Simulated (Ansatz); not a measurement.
KBiCu2S3 (P-1, No. 2; cell taken from a computed entry), treated with r²SCAN (PAW; Ansatz, a program for electronic structure).

Run with plane-wave cutoff 560 eV, 6×4×4 k mesh (along the axes of the cell as run), Fermi–Dirac smearing 0.01 eV, no spin polarisation, scalar-relativistic PAW data made under PBE.

Cell (relaxed with PBEsol):

```
BiCu2KS3
1.0
    6.39314    -0.01366    -0.00547
   -0.14092     9.13571     0.05758
   -0.12338    -0.05210    10.37566
K Cu Bi S
4 8 4 12
Cartesian
  1.04901   8.48230   9.12448
  5.07984   0.58765   1.30329
  4.24174   8.39273   6.64434
  1.88711   0.67722   3.78343
  2.95987   5.70147   8.61787
  3.16897   3.36848   1.80990
  0.02047   2.00141   6.57287
  6.10837   7.06853   3.85490
  0.34476   3.02360  10.04897
  5.78409   6.04634   0.37880
  3.60286   3.04050   5.64837
  2.52599   6.02944   4.77940
  3.23700   2.85968   8.87391
  2.89184   6.21027   1.55386
  0.05709   4.87411   6.80457
  6.07175   4.19583   3.62320
  5.53797   1.66680   8.60201
  0.59088   7.40315   1.82576
  2.21597   1.64071   6.81864
  3.91288   7.42923   3.60913
  2.13751   1.81103   0.59340
  3.99134   7.25892   9.83437
  3.83744   5.13998   6.63619
  2.29141   3.92997   3.79158
  0.85433   5.16260   9.25214
  5.27452   3.90734   1.17563
  0.82327   7.17198   5.80187
  5.30558   1.89797   4.62590
```

Question: What does this level give for the band gap?

Answer: 
- band gap = 0.71 eV

Note: cell and atoms aren't relaxed at this level (largest force component 0.19 eV/Å, pressure 1.7 GPa).

Spin–orbit coupling is not included; with these elements it can move the gap by several tenths of an eV or more.

The computed numbers hold no vibrational or temperature effects.
